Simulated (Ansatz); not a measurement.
C5H6S (3-methylthiophene): from total energies to a heat of formation

The species is C5H6S (12 atoms), meant as a singlet with charge 0. SMILES: `Cc1ccsc1`. Geometry: relaxed at PBE0-D4/def2-TZVP.

Total energies at PBE0/cc-pVDZ (Ansatz 0.2.0); the atoms run unrestricted:

| species | state | energy (Eh) |
| --- | --- | --- |
| C5H6S | singlet | -591.966607 |
| C | triplet | -37.799013 |
| S | triplet | -397.967688 |
| H | doublet | -0.500290 |

Harmonic wavenumbers at HF/6-31G*, in cm⁻¹: 138, 251, 340, 487, 579, 657, 708, 804, 890, 890, 925, 1010, 1036, 1104, 1172, 1212, 1283, 1380, 1531, 1569, 1616, 1628, 1643, 1779, 3201, 3252, 3283, 3385, 3430, 3441.

Measured heats of formation of the gaseous atoms at 298.15 K, in kJ/mol: C 716.9, S 277.0, H 218.0. Spin-orbit lowering of the atoms at 298 K (mean of the ground term's levels less their thermal mean, from spectra), in kJ/mol: C 0.02, S 1.88. Take 1 Eh = 2625.50 kJ/mol, 1 cm⁻¹ = 0.0119627 kJ/mol, RT = 2.479 kJ/mol.

What heat of formation follows?


1. Electronic atomisation energy: 5 × (-37.799013) + (-397.967688) + 6 × (-0.500290) − (-591.966607) = 2.002114 Eh = 5256.5 kJ/mol.
2. Zero-point energy: half the sum of the wavenumbers, 22312 cm⁻¹ = 266.9 kJ/mol.
3. Thermal vibrational enthalpy, Σ hcν̃/(exp(hcν̃/kT) − 1): 6.8 kJ/mol. Translation, rotation and pV of a non-linear molecule: 4 RT = 9.9 kJ/mol.
4. The 12 free atoms carry 5/2 RT each: 74.4 kJ/mol.
5. Spin-orbit coupling lowers the free atoms by 5 × 0.02 + 1.88 = 2.0 kJ/mol.
6. Atomisation enthalpy at 298 K: 5256.5 − 2.0 − 266.9 − 6.8 − 9.9 + 74.4 = 5045.3 kJ/mol.
7. Sum of the atoms' heats of formation: 5169.5 kJ/mol. Heat of formation: 5169.5 − 5045.3 = +124.2 kJ/mol.

The tabulated value is +82.5 kJ/mol (CRC Handbook of Chemistry and Physics), so this level is off by +41.7 kJ/mol, or 0.8 % of the atomisation enthalpy that the table implies (5086.8 kJ/mol). Anharmonicity and any spin-orbit splitting of the molecule are left out.
